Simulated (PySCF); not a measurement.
## N2: from constants to spectrum

RHF-CCSD(T) constants of N2, ¹Σg⁺ (singlet), closed shell (basis N aug-cc-pVDZ; no relativity; PySCF 2.14; masses 14.0031 and 14.0031 u):

- ωe: 2318.8 cm⁻¹
- ωexe: 14.4 cm⁻¹
- Be: 1.9165 cm⁻¹
- αe: 0.0168 cm⁻¹
- D (centrifugal): 5.24e-06 cm⁻¹
- De to N + N: 8.74 eV

Give the vibrational terms G(v) and spacings up to v = 6.

G(v) = ωe(v+½) − ωexe(v+½)².

| v | G(v) (cm⁻¹) | G(v) − G(v−1) | Bv (cm⁻¹) |
| --- | --- | --- | --- |
| 0 | 1155.8 |  | 1.908 |
| 1 | 3445.8 | 2290.0 | 1.891 |
| 2 | 5707.0 | 2261.2 | 1.875 |
| 3 | 7939.4 | 2232.4 | 1.858 |
| 4 | 10143.0 | 2203.6 | 1.841 |
| 5 | 12317.8 | 2174.8 | 1.824 |
| 6 | 14463.8 | 2146.0 | 1.807 |

How well does the Morse estimate ωe²/(4ωexe) reproduce De, and what is D0?

It gives 11.57 eV, 132 % of the computed De. D0 = De − G(0) = 8.74 − 0.14 = 8.60 eV.

Measured values (Huber and Herzberg, Constants of Diatomic Molecules (1979)): ωe = 2358.57 cm⁻¹, ωexe = 14.324 cm⁻¹, Be = 1.998241 cm⁻¹, αe = 0.017318 cm⁻¹.

Correlated steps freeze 2 core orbitals. Correlated levels converge slowly with the basis: in double zeta they bind strong bonds too weakly, by up to about 1 eV, and carry superposition errors of some tenths. Where the molecule has an RHF reference, its open-shell atoms are computed with UHF.
